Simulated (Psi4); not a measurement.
# SiF2 (SMILES F[Si]F), step by step

Aim: a structure relaxation (r2SCAN-3c/def2-mTZVPP), then the harmonic vibrations of SiF2. 

The calculation is run with Psi4 1.11.

## Step 1: The molecule

The species is SiF2 (3 atoms), meant as a singlet with charge 0. SMILES: `F[Si]F`. All atoms were displaced at random from a relaxed shape. The run starts from this shape.

Bond lengths: F1–Si2 1.641 Å, Si2–F3 1.515 Å. Angles: F1–Si2–F3 99.1°.

## Step 2: A geometry optimisation at r2SCAN-3c/def2-mTZVPP (density fitting) (run 1)

input.in reads:

```
memory 1.6 GB

molecule geom {
  F      0.216334     1.215841     0.256013
  Si    -0.560196    -0.124527    -0.287030
  F      0.491249    -1.162080     0.047258
  symmetry c1
}

set {
  geom_maxiter 60
}

energy_value, wavefunction = optimize('r2scan-3c', return_wfn=True)
```

Run with:

```console
psi4 input.in input.out -n 1
```

input.out:

```text
[...]
  Running in c1 symmetry.
[...]
  Nuclear repulsion =  102.482474907719507
[...]
  Multiplicity = 1
[...]
  Nalpha       = 16
  Nbeta        = 16
[...]
    Number of basis functions: 75
[...]
   @DF-RKS iter   1:  -489.13649970838452   -3.24807e-01   8.15751e-03 DIIS/ADIIS
[...]
   @DF-RKS iter   6:  -489.25160823689765   -5.17275e-12   7.91242e-09 DIIS
[...]
    Orbital Energies [Eh]
    ---------------------
    Doubly Occupied:
       1A    -65.931425     2A    -24.497699     3A    -24.497661
       4A     -5.280804     5A     -3.626369     6A     -3.623405
       7A     -3.619256     8A     -1.172169     9A     -1.152554
      10A     -0.527433    11A     -0.463177    12A     -0.430538
      13A     -0.429927    14A     -0.402172    15A     -0.384175
      16A     -0.270815
[...]
  @DF-RKS Final Energy:  -489.25160823689765
   => Energetics <=
    Nuclear Repulsion Energy =             99.8913278213413776
    One-Electron Energy =                -878.9211436749237691
    Two-Electron Energy =                 331.5486617914414751
    DFT Exchange-Correlation Energy =     -41.7725249215424483
    Empirical Dispersion Energy =           0.0020707467856894
    VV10 Nonlocal Energy =                  0.0000000000000000
    Total Energy =                       -489.2516082368976527
[...]
 Multipole Moments:
 ------------------------------------------------------------------------------------
     Multipole            Electronic (a.u.)      Nuclear  (a.u.)        Total (a.u.)
 ------------------------------------------------------------------------------------
 L = 1.  Multiply by 2.5417464519 to convert [e a0] to [Debye]
 Dipole X            :          0.4312329           -0.8336347           -0.4024018
 Dipole Y            :          0.0358072           -0.0696405           -0.0338333
 Dipole Z            :          0.0000000           -0.0000000            0.0000000
 Magnitude           :                                                    0.4038216
[...]
  -Total Gradient:
     Atom            X                  Y                   Z
    ------   -----------------  -----------------  -----------------
       1       -0.000228994029    -0.000069469601    -0.000000000000
       2       -0.000040588174    -0.000061714469     0.000000000000
       3       -0.000291880232     0.000085319899     0.000000000000
[...]
    Final optimized geometry and variables:
    Molecular point group: c1
    Full point group: Cs
    Geometry (in Angstrom), charge = 0, multiplicity = 1:
    F            0.331686979375     1.274607394755    -0.000000000000
    SI          -0.590820175612    -0.049356142118    -0.000000000000
    F            0.538351018382    -1.201925856721     0.000000000000
    Psi4 run time: 0:00:42.99
[...]
```

The script printed:

```text
Optimizer: Optimization complete!
```

Run time: 45 s. Hardware: 1 thread of AMD EPYC 7R43 (Zen 3), shared host; peak memory 0.56 GiB.

Steps, from the record of the run:

```csv
step,energy from the first frame kept (eV),largest force (eV/Å)
0,0.0000,3.9824
1,-0.1553,1.5470
2,-0.1855,0.3341
3,-0.1870,0.0931
4,-0.1871,0.0321
5,-0.1871,0.0156
```

After the run. Bond lengths: F1–Si2 1.614 Å, Si2–F3 1.614 Å. Angles: F1–Si2–F3 100.7°.

## Step 3: The harmonic vibrations at r2SCAN-3c/def2-mTZVPP (density fitting) (run 2)

job.inp reads:

```
memory 1.6 GB

molecule {
  0 1
  F      0.200759     1.226986     0.250467
  Si    -0.568629    -0.086283    -0.285505
  F      0.519243    -1.229543     0.050557
}

set t 600.0
set rotational_symmetry_number 2

frequencies("r2scan-3c")
```

Run with:

```console
psi4 -i job.inp -o job.out -n 1
```

job.out (excerpt; [...] marks lines left out):

```text
[...]
  Running in cs symmetry.
[...]
  Nuclear repulsion =   99.891302648920018
[...]
  Multiplicity = 1
[...]
  Nalpha       = 16
  Nbeta        = 16
[...]
    Number of basis functions: 75
[...]
   @DF-RKS iter   1:  -489.14575953321014   -3.93081e-01   1.04962e-02 DIIS/ADIIS
[...]
  Running in c1 symmetry.
[...]
   @DF-RKS iter  10:  -489.25160823606092   -1.21645e-11   6.03112e-09 DIIS
[...]
    Orbital Energies [Eh]
    ---------------------
    Doubly Occupied:
       1A    -65.931425     2A    -24.497698     3A    -24.497661
       4A     -5.280804     5A     -3.626369     6A     -3.623405
       7A     -3.619256     8A     -1.172169     9A     -1.152554
      10A     -0.527433    11A     -0.463177    12A     -0.430538
      13A     -0.429927    14A     -0.402172    15A     -0.384175
      16A     -0.270815
[...]
  @DF-RKS Final Energy:  -489.25160823606092
   => Energetics <=
    Nuclear Repulsion Energy =             99.8912966291463107
    One-Electron Energy =                -878.9210836663660302
    Two-Electron Energy =                 331.5486326430940380
    DFT Exchange-Correlation Energy =     -41.7725245874288973
    Empirical Dispersion Energy =           0.0020707454937264
    VV10 Nonlocal Energy =                  0.0000000000000000
    Total Energy =                       -489.2516082360609175
[...]
 Multipole Moments:
[...]
  -Total Gradient:
     Atom            X                  Y                   Z
    ------   -----------------  -----------------  -----------------
       1       -0.000228954532    -0.000069376058    -0.000000116082
       2       -0.000040963899    -0.000061446961    -0.000000013746
       3       -0.000291542264     0.000084954300    -0.000000172635
[...]
  ==> Harmonic Vibrational Analysis <==
[...]
  Freq [cm^-1]                 335.0277            830.4076            849.4522
[...]
  IR activ [km/mol]            16.9485             116.4916            156.7890
[...]
  Total E_0, Enthalpy at 0 [K]                                                         -489.24701798 [Eh]
[...]
  Total H, Enthalpy at  600.00 [K]                                                     -489.23700097 [Eh]
[...]
  Total G, Gibbs energy at  600.00 [K]                                                 -489.30364407 [Eh]
[...]
```

On the terminal:

```text
Warning: used thermodynamics relations inappropriate for low-frequency modes: ['335.0277']
```

Wall time 92 s (1 thread of AMD EPYC 7R43 (Zen 3), shared host); peak memory 0.53 GiB.

## Step 4: What came out

| quantity | value |
| --- | --- |
| run 1, r2SCAN-3c/def2-mTZVPP: total energy at the end | -489.25161 Eh |
| run 1, r2SCAN-3c/def2-mTZVPP: dipole moment | 1.03 D |
| run 1, r2SCAN-3c/def2-mTZVPP: HOMO energy | -7.37 eV |
| run 1, r2SCAN-3c/def2-mTZVPP: LUMO energy | -2.93 eV |
| run 1, r2SCAN-3c/def2-mTZVPP: HOMO–LUMO gap | 4.44 eV |
| run 2, r2SCAN-3c/def2-mTZVPP: lowest harmonic wavenumber | 335 cm⁻¹ |
| run 2, r2SCAN-3c/def2-mTZVPP: highest harmonic wavenumber | 849 cm⁻¹ |
| run 2, r2SCAN-3c/def2-mTZVPP: zero-point energy | 12.1 kJ/mol |
| run 2, r2SCAN-3c/def2-mTZVPP: ideal-gas entropy at 600 K (symmetry number 2 as used) | 69.7 cal/(mol K) |

In words: The optimisation (run 1, r2SCAN-3c/def2-mTZVPP) took 6 steps and changed the energy by -0.187 eV. All 3 modes (run 2, r2SCAN-3c/def2-mTZVPP) are real, so the shape is a minimum at this level.
